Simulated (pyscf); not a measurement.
Single points on ωB97X-D3(BJ)/def2-SVP structures (PySCF, gas phase).

Estimate by transition-state theory the rate constant of H₂N–B(Cl)–Cl (SMILES NB(Cl)Cl) + H₂ (SMILES [H][H]) → Cl–BH–Cl (SMILES ClBCl) + NH₃ (SMILES N) (singlet surface; B–N, H–H broken, B–H, H–N formed) at 1200 K, with ωB97M-D3(BJ)/def2-TZVP energies (ideal gas, 1 atm, RRHO with modes under 100 cm⁻¹ raised to 100, one conformer, R ln 2 for chiral ones without a mode under 150 cm⁻¹; no tunnelling).

The electronic barrier is 43.3 kcal/mol and the thermal terms add +37.6, so ΔG‡ = 81.0 kcal/mol. With k_BT/h = 2.50e+13 s⁻¹ and RT = 2.385 kcal/mol, and a volume of 1.64e-19 cm³ per molecule at 1 atm, k = 7.4e-21 cm³ molecule⁻¹ s⁻¹. Wigner's tunnelling factor for 1420i cm⁻¹ would be 1.12. A shift of 1 kcal/mol in the barrier changes k by a factor 1.5. On the product side the descent ends in an adduct with a B–N contact (not fully relaxed), 28.3 kcal/mol under the separated species and 46.1 kcal/mol under the saddle at ωB97X-D3(BJ)/def2-TZVP. What is counted as broken (B–N) persists as a longer contact in the product adduct; parting that adduct is a step of its own. At the saddle there is also a short B–H contact that neither side keeps. One saddle was located; it need not be the lowest between these sides.
